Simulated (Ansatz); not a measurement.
Cartesian coordinates (Å):
SMILES: [CH-]=C
```xyz
5

C      0.8518    -0.5090    -0.1660
C     -0.4075    -0.0742     0.0495
H      1.5369     0.3693    -0.1762
H     -0.7223     0.9808     0.1925
H     -1.2589    -0.7668     0.1001
```
Charge -1, spin multiplicity 1.

Method: Ansatz (a quantum-chemistry and plane-wave program) with frozen-core CCSD(T)/aug-cc-pVTZ // B3LYP-D3(BJ)/def2-TZVPD.

The HF energy is -77.39166 Ha and the MP2 correlation energy is -0.35179 Ha.

**Question.** Estimate the CCSD correlation energy, the (T) correction, the total energy and the T1 diagnostic.

**Answer.** 
* **CCSD correlation energy**: -0.37014 Ha
* **(T) correction**: -0.01870 Ha
* **CCSD(T) total energy**: -77.78051 Ha
* **T1 diagnostic**: 0.018
